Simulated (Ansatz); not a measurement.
Two isomers of C2H4OS: A = `COC=S`, B = `O=CCS`.

Program: Ansatz. Geometries: PBE0-D4/def2-TZVP. ΔE: electronic, gas phase. CCSD(T)/CBS is the MP2 limit (def2-TZVPP, def2-QZVPP) plus CCSD(T) − MP2 in def2-TZVPP, frozen cores. DFT in def2-TZVPP. Each species was taken in one conformer, which may not be the lowest.

**Question.** Which is lower in electronic energy at CCSD(T)/CBS, and by how much? (Estimate.)

**Answer.** Ansatz gave: B, by 9.6 kcal/mol.

**Question.** Give E(B) − E(A) in kcal/mol with BLYP-D4, CCSD/def2-TZVPP, HF/def2-TZVPP, MP2/def2-TZVPP, CCSD(T)/def2-TZVPP, B2PLYP, LDA (SPW92). (Estimate.)

**Answer.** Computed: BLYP-D4 -7.2, CCSD/def2-TZVPP -10.4, HF/def2-TZVPP -10.9, MP2/def2-TZVPP -9.4, CCSD(T)/def2-TZVPP -9.4, B2PLYP -8.1, LDA (SPW92) -7.4. None reverses the order clearly.

**Question.** Does the order hold for the free energy at 298.15 K (harmonic terms from PBE0-D4)? (Best estimate.)

**Answer.** Computed: Yes: G(B) − G(A) = -11.4 kcal/mol, for one conformer each. Modes under 60 cm⁻¹, often nearly free rotors, make the harmonic entropy too high.

Largest T1 diagnostic: 0.017.

From BLYP to BHLYP (50 % exact exchange), in def2-TZVPP and without D4, E(B) − E(A) moves by −2.7 kcal/mol. In def2-TZVPP, CCSD(T) changes the Hartree–Fock value by +1.5 kcal/mol (the triples alone add +1.0 kcal/mol) and MP2 by +1.5 kcal/mol.
